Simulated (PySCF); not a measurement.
**BeH3Cl, a complex of two parts: interaction energy**

One table from this session's results is given with a row withheld; the runs are named, their logs left out.

Programs: PySCF 2.14.0. All values are calculated, for the isolated system unless a continuum is named. Atoms count from 0, parts from 1.

## Starting point

5 atoms, charge 0, multiplicity 1; geometry: GFN2-xTB. Parts: 1 = atoms 0–2, `[BeH2]`, charge 0; 2 = atoms 3–4, `Cl`, charge 0.

Set-up of the first run:

What the job is given:

```
{"job": {"xc": "PBE0", "basis": "def2-TZVPD", "d3": "d3bj", "grid": 3, "kind": "geom", "shake": 0.01}, "charge": 0, "multiplicity": 1, "parts": [{"atoms": "0-2", "charge": 0, "multiplicity": 1}, {"atoms": "3-4", "charge": 0, "multiplicity": 1}]}
Be     0.118644    -0.174569     0.012058
H      0.423098     0.168085    -1.209469
H     -0.963929    -0.270667     0.770560
Cl     1.850041    -0.625901     1.043943
H      1.659508    -0.974873     2.256457
```

The run is started by

```sh
> OMP_NUM_THREADS=1 python cluster_run.py task.json out
```

This one command runs all jobs of the session in turn.

Among the steps run: Geometry optimisation at PBE0-D3(BJ)/def2-TZVPD; Coupled-cluster interaction energy: CCSD(T) and MP2, 2.33 Å; Coupled-cluster interaction energy: CCSD(T) and MP2, 2.45 Å; Coupled-cluster interaction energy: CCSD(T) and MP2, 2.56 Å; Coupled-cluster interaction energy: CCSD(T) and MP2, 2.21 Å; Coupled-cluster interaction energy: CCSD(T) and MP2, 2.91 Å; Coupled-cluster interaction energy: CCSD(T) and MP2, 2.10 Å; Coupled-cluster interaction energy: CCSD(T) and MP2, 3.50 Å; Coupled-cluster interaction energy: CCSD(T) and MP2, 4.66 Å.

One table of the session follows, with a row left open; its other results are not shown here.

It belongs to the step «Coupled-cluster interaction energy: CCSD(T) and MP2, 4.66 Å». 

| method | interaction energy (kcal/mol) |
| --- | --- |
| HF/aug-cc-pVDZ | -0.52 |
| MP2/aug-cc-pVDZ | -0.63 |
| CCSD/aug-cc-pVDZ | -0.60 |
| CCSD(T)/aug-cc-pVDZ | -0.61 |
| HF/aug-cc-pVQZ | -0.50 |
| MP2/aug-cc-pVQZ | -0.62 |
| SCS-MP2/aug-cc-pVQZ | ? |
| MP2, extrapolated | -0.62 |
| CCSD(T), limit estimate | -0.61 |

**Question.** Estimate the row for SCS-MP2/aug-cc-pVQZ.

The run gave: interaction energy (kcal/mol): -0.58. In the column «interaction energy (kcal/mol)» it lies between CCSD/aug-cc-pVDZ (-0.60) and HF/aug-cc-pVDZ (-0.52).
